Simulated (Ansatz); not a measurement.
Mulliken charges of `N/C=C(\N)F` from ωB97M-V/def2-TZVPP in Ansatz (PBE0-D4/def2-TZVP geometry).

```csv
atom,x (Å),y (Å),z (Å),charge (e)
N1,-1.566,-0.507,-0.128,-0.252
C2,-0.290,-0.625,-0.665,-0.035
C3,0.789,-0.043,-0.154,0.196
N4,0.784,0.817,0.937,-0.308
F5,2.009,-0.318,-0.699,-0.216
H6,-2.295,-0.440,-0.822,0.118
H7,-1.624,0.244,0.547,0.123
H8,-0.177,-1.296,-1.507,0.108
H9,1.232,1.702,0.735,0.131
H10,1.220,0.414,1.759,0.135
```

Problem. By hand: the dipole of these point charges (1 e Å = 4.8032 D).

Solution. Σ q r = (-0.280, 0.075, 0.029) e Å, of length 0.291 e Å = 1.40 D.

Problem. How does the dipole of the full density compare? (An estimate is asked.)

Solution. The calculation gave: (-0.198, 0.271, 0.081) e Å, 1.66 D; the point charges give 0.84 times that, at 39° from its direction.

Point charges leave out the atoms' own dipoles, such as those of lone pairs, and Mulliken's split depends on the basis, so the two needn't agree.
